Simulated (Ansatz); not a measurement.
# Chalcopyrite ZnSnAs2

All values below come from rVV10 (Ansatz, a first-principles code, plane waves, PAW).

Numerical settings: plane-wave cutoff 520 eV, 8×8×8 k mesh, Fermi–Dirac smearing 0.01 eV, scalar-relativistic PAW data made under PBE.

Cell (relaxed at this level):

SnZnAs$_{2}$ is taken in the tetragonal space group I-42d (No. 122), the chalcopyrite structure, Pearson symbol tI16. Lattice parameters: a = b = 5.9667 Å, c = 11.9979 Å, α = β = γ = 90.00°. Zn on 4a has 4 As at 2.505 Å (tetrahedral). Sn on 4b sees 4 As at 2.678 Å (tetrahedral). As on 8d is coordinated by 2 Zn at 2.505 Å and 2 Sn at 2.678 Å (tetrahedral). (Neighbours: up to the widest gap in distance over summed covalent radii, below 1.35, at either atom; cation-cation and far metal-metal contacts left out.)
(The calculation used a cell of 8 atoms; values per cell refer to that cell.)

```json
{
 "bulk_modulus": "52.2 GPa",
 "band_gap": "none",
 "pressure derivative B′ of the bulk modulus": "4.7"
}
```

Measured, for comparison: band gap 0.75 eV (temperature not stated, no zero-point or thermal correction, direct or pseudo-direct at Γ, our sources range from 0.65 to 0.75; as tabulated in Ghosh et al. (2024), arXiv:2401.16805).

Note: the gap of the solid is closed in this run; the volume lies 7 % above that of the published cell; this level leaves the solid without a gap, although one is measured; the bulk modulus comes from volumes at which shape and atoms were relaxed.

Spin–orbit coupling is not included; it can open a gap where bands touch, and shift volumes and moduli.

Static lattice: no zero-point or thermal effects.

Cost on a shared machine: around 19 core-minutes (rough).
